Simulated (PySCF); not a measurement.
# H4Si: the cost of one run

Method: relaxation, wb97x, def2-tzvpp, and further levels as typed in the inputs, in PySCF 2.14.0.

1 further run of the same task is left out (it didn't finish).

### Step 1. Starting point

Bond lengths: Si1–H2 1.480 Å, Si1–H3 1.480 Å, Si1–H4 1.480 Å, Si1–H5 1.480 Å. Angles: H2–Si1–H3 109.5°, H2–Si1–H4 109.5°, H2–Si1–H5 109.5°, H3–Si1–H4 109.5°, H3–Si1–H5 109.5°, H4–Si1–H5 109.5°.

Structure file:

```xyz
5

Si    0.0000    0.0000    0.0000
H     0.8545    0.8545    0.8545
H     0.8545   -0.8545   -0.8545
H    -0.8545    0.8545   -0.8545
H    -0.8545   -0.8545    0.8545
```

### Step 2. Relaxation: H4Si

Contents of run.py:

```python
from pyscf import gto, dft
from pyscf.geomopt.geometric_solver import optimize
mol = gto.M(atom="mol.xyz", basis="def2-tzvpp", verbose=4)
mf = dft.RKS(mol, xc="wb97x").density_fit().run(conv_tol=1e-9)
m = optimize(mf, maxsteps=60)
print("optimised structure (A):")
for k in range(m.natm): print(m.atom_symbol(k), *(f"{x:.8f}" for x in m.atom_coords(unit="A")[k]))
```

Started as:

```bash
> python run.py
```

**Question.** How long does this run take on 4 threads of Intel Xeon Platinum 8488C (Sapphire Rapids), shared host?

About 3.4 s.
